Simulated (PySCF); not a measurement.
# SiP: from the state search to spectroscopic constants

One table from this session's results is given with a row withheld; the runs are named, their logs left out.

Program: PySCF 2.14.0. Level of theory: Si aug-pcseg-1, P aug-pcseg-1, no relativity. These are calculated values, not measurements.

The first run:

A driver script around PySCF takes these settings:

```json
{"atoms": "Si, P", "charge": "0", "basis": "Si aug-pcseg-1, P aug-pcseg-1", "Hamiltonian": "no relativity", "basis functions": "54", "electrons treated": "29", "masses in u": "27.9769, 30.9738", "levels": "PBE0, PBE, r²SCAN, revPBE, BHandHLYP, B97-3, HF, MP2, SCS-MP2, CCSD, CCSD(T)", "grid": "80 radial by 434 angular points", "occupations": "held fixed by the projection of orbital angular momentum", "dissociation limit": "Si + P, each in its ground configuration", "starting distance in angstrom": "2.180", "values of 2S to try": "1, 3, 5"}
```

Started as:

```bash
$ OMP_NUM_THREADS=1 python dia.py task.json out
```

Among the steps run: Input; First curve: PBE0; Excited determinants; PBE (GGA); r²SCAN; revPBE (GGA); BHandHLYP; B97-3; ROHF (mean field); Correlated methods on the Hartree–Fock reference.

One of the session's tables, all rows but one given; the rest of the session is left out.

```
       level  Re (Å)  ωe (cm⁻¹)  De (eV)
        ROHF   2.052        684     1.37
    ROHF-MP2   2.094        618     2.97
ROHF-SCS-MP2   2.093        617     2.95
   ROHF-CCSD   2.092        619     2.76
ROHF-CCSD(T)   2.106        594     2.98
         PBE   2.108        594     3.85
      revPBE   2.113        590     3.66
      r²SCAN   2.089        620     3.63
        PBE0   2.080        633     3.57
       B97-3       ?          ?        ?
   BHandHLYP   2.065        655     3.29
```

**Question.** Estimate the row for B97-3.

As computed: Re (Å): 2.085; ωe (cm⁻¹): 626; De (eV): 3.82. In the column «Re (Å)» it lies between PBE0 (2.080) and r²SCAN (2.089).

De is counted to Si + P in their ground configurations. A positive dipole means Si(−)P(+).

Time per point (s) on 1 thread of Arm Neoverse V2, shared host (CPU time, shared integrals of 0.096 s apart; correlated levels include their reference; CCSD comes with the CCSD(T) run); the times are rough: ROHF 0.12, ROHF-MP2 0.21, ROHF-SCS-MP2 0.21, ROHF-CCSD(T) 2.8, PBE 0.68, revPBE 0.47, r²SCAN 0.99, PBE0 1, B97-3 0.6, BHandHLYP 0.64.

Limits of these values: Lowest PBE0 solution found, without spin–orbit coupling: ²Π (doublet), unpaired electrons π ↑. T1 is 0.027 near the minimum (highest on the curve 0.054), which may point to more than one leading configuration. Warnings in the runs' records: inverted.
